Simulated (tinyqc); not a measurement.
Worked calculation: extended Hueckel theory, for BH3. Computed by tinyqc, a small Python program that keeps every step (integrals from PySCF). Settings: charge = 0, K = 1.75, multiplicity = 1. Command: `OMP_NUM_THREADS=1 python tinyqc.py 28952 28953 out.jsonl` (the two numbers bound the seeds that draw the settings). One thread of a shared host (Intel(R) Xeon(R) Processor @ 2.60GHz), about 0.01 s of CPU time with the checks.

## Overlaps

Geometry (angstrom):
```
atom          x          y         z
B      0.000000   0.000000  0.006000
H      1.235000   0.000000  0.000000
H     -0.618000   1.070000  0.000000
H     -0.618000  -1.070000  0.000000
```

Parameters chosen for this run:
```
element  shell  Slater exponent   H_ii (eV)
H           1s         1.300000  -13.600000
B           2s         1.300000  -15.200000
B           2p         1.300000   -8.500000
```

Slater orbitals, each expanded in six Gaussians scaled to its exponent.

overlap S, lower triangle:
```
           1B 2s     1B 2px     1B 2py     1B 2pz     2H 1s     3H 1s     4H 1s
1B 2s   1.000000
1B 2px  0.000000   1.000000
1B 2py  0.000000   0.000000   1.000000
1B 2pz  0.000000   0.000000   0.000000   1.000000
2H 1s   0.467946   0.518492   0.000000  -0.002519  1.000000
3H 1s   0.467651  -0.259219   0.448809  -0.002517  0.080617  1.000000
4H 1s   0.467651  -0.259219  -0.448809  -0.002517  0.080617  0.080582  1.000000
```

## Wolfsberg-Helmholz matrix

diagonal H_ii (eV): 1B 2s -15.200000, 1B 2px -8.500000, 1B 2py -8.500000, 1B 2pz -8.500000, 2H 1s -13.600000, 3H 1s -13.600000, 4H 1s -13.600000

K = 1.750000

H_ij = K' S_ij (H_ii + H_jj)/2 for i != j (the diagonal keeps H_ii), with K' = 1.75.

H (eV), lower triangle:
```
             1B 2s      1B 2px     1B 2py     1B 2pz       2H 1s       3H 1s       4H 1s
1B 2s   -15.200000
1B 2px    0.000000   -8.500000
1B 2py    0.000000    0.000000  -8.500000
1B 2pz    0.000000    0.000000   0.000000  -8.500000
2H 1s   -11.792245  -10.026332   0.000000   0.048711  -13.600000
3H 1s   -11.784793    5.012645  -8.678851   0.048666   -1.918695  -13.600000
4H 1s   -11.784793    5.012645   8.678851   0.048666   -1.918695   -1.917843  -13.600000
```

## Orbitals

valence electrons = 6

Solve H C = S C e through S^(-1/2); fill by pairs from the bottom, a degenerate level sharing its electrons equally; each orbital has its largest coefficient positive (the first on a tie).

orbital energies (eV): -19.439734  -14.458070  -14.457527  -8.500113  6.875398  6.900055  15.467339

occupations: 2.000000  2.000000  2.000000  0.000000  0.000000  0.000000  0.000000

coefficients:
```
              MO1        MO2        MO3        MO4        MO5        MO6        MO7
1B 2s    0.539911  -0.000004   0.000000   0.004830   0.000000  -0.002145   1.417272
1B 2px  -0.000001   0.382314   0.000000   0.000000   0.000000   1.278689   0.002458
1B 2py   0.000000   0.000000   0.382275   0.000000   1.278185   0.000000   0.000000
1B 2pz   0.000020   0.000000   0.000000   0.999984   0.000000   0.000012  -0.008353
2H 1s    0.283298   0.600132   0.000000  -0.001381   0.000000  -0.963785  -0.763762
3H 1s    0.283142  -0.300255   0.519916  -0.001381  -0.835244   0.483776  -0.760577
4H 1s    0.283142  -0.300255  -0.519916  -0.001381   0.835244   0.483776  -0.760577
```

sum of one-electron energies = -96.710661 eV

## Mulliken analysis

P = C n C^T; charge = valence electrons (H 1, B 3) minus the sum of (P S)_ii on the atom; overlap population = 2 sum P_ij S_ij between two atoms.

charges: 1B 0.689529, 2H -0.229664, 3H -0.229933, 4H -0.229933

Overlap populations:
```
pair      value
2-1    0.762143
3-1    0.761794
3-2   -0.032240
4-1    0.761794
4-2   -0.032240
4-3   -0.032229
```
